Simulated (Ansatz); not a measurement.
The input, for Ansatz 0.2.0:

```yaml
crystal:
  periodic: [false, false, false]
  atoms:
    - {symbol: Sb, position_ang: [0.002061, -0.019514, -0.000122]}
    - {symbol: H, position_ang: [-0.162813, 1.194827, -1.198777]}
    - {symbol: H, position_ang: [-0.086192, 1.162422, 1.213522]}
basis:
  gaussian: {orbitals: def2-SVP}
total_charge: 1
magnetization: {spin_polarized: true, initial_magnetization: 0}
correlation: {method: ccsdt_q, electrons: outside_noble_gas}
```

```sh
$ ansatz run in.yaml --threads 1 --pin off --events-out ev --progress --plain --max-ram 2393MiB
```

Question: Roughly how long does this take on 1 thread of Arm Neoverse V1, shared host, and how much host memory?

Answer: 6 s wall and 0.12 GiB.

```
769 factors; integrals over basis functions are off by at most 1.8e-7 eV
mean field evaluation 1: about -6532.9765 eV, gradient 4.9e0 eV
mean field evaluation 2: about -6533.0023 eV, gradient 4.9e0 eV
mean field evaluation 4: about -6533.2282 eV, gradient 2.0e-1 eV
mean field evaluation 8: about -6533.2285 eV, gradient 1.1e-6 eV
mean field evaluation 16: about -6533.2327 eV, gradient 2.8e-2 eV
mean field evaluation 32: about -6533.2285 eV, gradient 1.5e-2 eV
mean field evaluation 64: about -6531.6587 eV, gradient 1.1e0 eV
mean field evaluation 96: about -6529.9522 eV, gradient 5.8e-3 eV
mean field evaluation 128: about -6529.9524 eV, gradient 6.4e-2 eV
mean field evaluation 160: about -6529.9442 eV, gradient 5.3e-1 eV
mean field -6533.23301243 eV, -240.0918848225 hartree, gradient 7.8e-7 eV, S^2 0.096570; 7 other end points of the search recorded, 0 dependent functions left out
determinant -6533.23301243 eV, -240.0918848225 hartree, with singles and doubles -6536.04342850 eV, -240.1951657080 hartree
determinant -6531.56053727 eV, -240.0304224941 hartree, with singles and doubles -6534.13249191 eV, -240.1249400836 hartree
determinant -6529.95218769 eV, -239.9713167371 hartree, with singles and doubles -6532.37377802 eV, -240.0603085402 hartree
determinant -6533.22848250 eV, -240.0917183507 hartree, with singles and doubles -6536.04937031 eV, -240.1953840654 hartree
determinant -6533.23301243 eV, -240.0918848225 hartree, with singles and doubles -6536.04689901 eV, -240.1952932469 hartree
determinant -6533.22848250 eV, -240.0917183507 hartree, with singles and doubles -6536.04928103 eV, -240.1953807844 hartree
9 core orbitals not correlated: weight in the atoms' cores, before any rotation towards them, 0.999 or more for the frozen orbitals, at most 0.000 for the correlated occupied ones
reference -6533.22848250 eV, -240.0917183507 hartree; 3, 3 occupied and 24, 24 virtual orbitals, 769 factors
second order -2.13772512 eV of doubles, -0.00000000 eV of singles
cycle   1  -2.59587825 eV  change   -4.6e-1 eV  update   6.3e-2
cycle   2  -2.86826481 eV  change   -2.7e-1 eV  update   2.9e-2
cycle   3  -2.88155883 eV  change   -1.3e-2 eV  update   7.8e-3
cycle   4  -2.88495362 eV  change   -3.4e-3 eV  update   3.2e-3
cycle   5  -2.88376638 eV  change    1.2e-3 eV  update   1.2e-3
cycle   6  -2.88362983 eV  change    1.4e-4 eV  update   5.2e-4
cycle   7  -2.88391034 eV  change   -2.8e-4 eV  update   2.3e-4
cycle   8  -2.88385432 eV  change    5.6e-5 eV  update   7.5e-5
cycle   9  -2.88381487 eV  change    3.9e-5 eV  update   2.1e-5
cycle  10  -2.88382900 eV  change   -1.4e-5 eV  update   6.4e-6
cycle  11  -2.88383070 eV  change   -1.7e-6 eV  update   2.2e-6
cycle  12  -2.88383070 eV  change   -4.1e-9 eV  update   7.9e-7
cycle  13  -2.88382983 eV  change    8.8e-7 eV  update   2.4e-7
cycle  14  -2.88382982 eV  change    5.7e-9 eV  update   7.3e-8
perturbative correction -0.00198587 eV, -0.0000729794 hartree
Total energy: -6536.11429820 eV, -240.1977701213 hartree
```

For the same geometry and basis full CI lies 0.5 meV lower.
